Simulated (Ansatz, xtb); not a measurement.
# C2H7N+: 3 structures ranked

3 gas-phase structures of C2H7N+, found in a search over its isomers (lower ones may exist). Each was relaxed with GFN2-xTB:

A. the doublet with the links of `[CH2]C[NH3+]`
B. the doublet with the links of `C[CH][NH3+]`
C. the doublet with the links of `[CH2][NH2+]C`

**Question.** Estimate their order in r2SCAN-D4/def2-SVP//GFN2-xTB energy at these geometries, lowest first.

**Answer.** Calculated order at r2SCAN-D4/def2-SVP//GFN2-xTB: A (0.0), B (0.3), C (38.1) kJ/mol. Less than 1 kcal/mol parts A and B, so the order within that pair means little.

Energies above the lowest of each column, in kJ/mol; the last columns are at r2SCAN-D4/def2-SVP geometries:

```tsv
structure	GFN2-xTB	HF/STO-3G	r2SCAN-D4/def2-SVP//GFN2-xTB	r2SCAN-D4/def2-SVP	CCSD(T)/def2-SVP + ΔMP2/def2-TZVPP
A	24.6	0.0	0.0	2.7	0.0
B	0.0	3.6	0.3	0.0	6.1
C	28.3	15.2	38.1	39.5	34.7
```

CCSD(T)/def2-SVP + ΔMP2/def2-TZVPP puts A lowest; GFN2-xTB picks B, r2SCAN-D4/def2-SVP picks B. Flexible structures stand in one conformer each, not always the lowest. Open shells are spin-unrestricted. ΔMP2 is the change of the MP2 energy from the smaller to the larger basis.

Programs: Ansatz 0.2.0, xtb 6.7.1.
